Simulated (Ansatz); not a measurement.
C₄H₁₀S₂, SMILES `CCSSCC`. Total charge 0; spin multiplicity 1. Geometry: relaxed with PBE0-D4/def2-TZVP. It is one conformer, not always the lowest.

```xyz
16

C    -2.821   -0.043   -0.074
C    -1.628    0.397   -0.891
S    -0.428    1.402    0.032
S     0.291    0.121    1.432
C     1.657   -0.720    0.580
C     2.808    0.188    0.213
H    -3.503   -0.643   -0.684
H    -2.501   -0.653    0.774
H    -3.369    0.818    0.313
H    -1.102   -0.453   -1.331
H    -1.926    1.053   -1.715
H     1.255   -1.237   -0.294
H     1.965   -1.489    1.296
H     3.236    0.655    1.102
H     3.595   -0.377   -0.295
H     2.471    0.980   -0.460
```

What is the dipole moment at B3LYP/def2-TZVPP? (Estimate.)

Computed: 2.01 D, with components (0.13, -1.45, -1.39) D in this frame, pointing from negative to positive charge.

And with PBE, r2SCAN, ωB97M-V? (Best estimate.)

Computed: PBE 1.99 D, r2SCAN 2.11 D, ωB97M-V 2.02 D.

Give the Mulliken charges with B3LYP, PBE, ωB97M-V in def2-TZVPP. (Estimate.)

The calculation gave: 
```
atom  B3LYP    PBE  ωB97M-V
  C1  -0.23  -0.23    -0.28
  C2  -0.10  -0.10    -0.20
  S3  -0.10  -0.10    -0.07
  S4  -0.10  -0.10    -0.07
  C5  -0.10  -0.10    -0.20
  C6  -0.23  -0.23    -0.28
  H7   0.08   0.08     0.10
  H8   0.09   0.09     0.10
  H9   0.08   0.08     0.11
 H10   0.09   0.09     0.12
 H11   0.09   0.09     0.12
 H12   0.09   0.09     0.12
 H13   0.09   0.09     0.12
 H14   0.08   0.08     0.11
 H15   0.08   0.08     0.10
 H16   0.09   0.09     0.10
```

B3LYP here is the variant with VWN-RPA as its local correlation; programs differ in this.
